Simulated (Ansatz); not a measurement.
Frontier orbitals of `O=[N+]([O-])O`.

```xyz
5

O     0.4998    0.0328    1.4638
N     0.3216    0.0678    0.2922
O     1.0791    0.3410   -0.5984
O    -0.9672   -0.2602   -0.0956
H    -0.9334   -0.1814   -1.0620
```

Total charge 0; spin multiplicity 1. The geometry is a stationary point of PBE0-D4/def2-TZVP. It is one conformer, not always the lowest. Basis def2-TZVPP, Ansatz.

A caution on the coupled-cluster cation, which keeps the state that its UHF reference found: spin contamination of the cation.

| functional | HOMO (eV) | LUMO (eV) | gap (eV) |
| --- | --- | --- | --- |
| PBE | -7.58 | -2.92 | 4.66 |
| revPBE | -7.50 | -2.81 | 4.69 |
| BLYP | -7.53 | -2.90 | 4.63 |
| B97M-V | -8.15 | -2.68 | 5.47 |
| PBE0 | -9.50 | -1.89 | 7.61 |
| r2SCANh | -8.74 | -2.43 | 6.31 |
| HSE06 (plane-wave form) | -9.09 | -2.28 | 6.81 |
| BHLYP | -11.42 | -0.76 | 10.66 |
| ωB97M-V | -11.99 | 0.55 | 12.54 |

Question: What is the vertical ionisation energy at frozen-core CCSD(T)/CBS(def2)? (Best estimate.)

Answer: Ansatz gave: 12.97 eV (T1 of the cation 0.037).

From PBE to PBE0 the HOMO moves by −1.92 eV and the LUMO by +1.03 eV, and with ωB97M-V by −4.40 and +3.47 eV, so the gap grows from 4.66 to 12.53 eV with exact exchange. A positive LUMO is unbound and depends on the basis. −ε(HOMO) differs from that ionisation energy by −5.38 eV with PBE and −0.98 eV with ωB97M-V.
